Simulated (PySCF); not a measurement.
Computed with PBE0-D4/def2-TZVP (PySCF). Isolated molecules, 0 K electronic values unless said otherwise. One relaxed conformer stands for a flexible species; it need not be the lowest. 

Reference species (SMILES): `[CH2]O` (neutral, multiplicity 2).

| Property | Result |
|---|---|
| highest occupied spin orbital | -5.19 eV |

Changed species: `[CH2]C` (radical fragment; the reference has radical fragment).

### Question
What does the change do to the highest occupied spin orbital?

### Answer
the highest occupied spin orbital drops by 0.74 eV, to -5.93 eV.
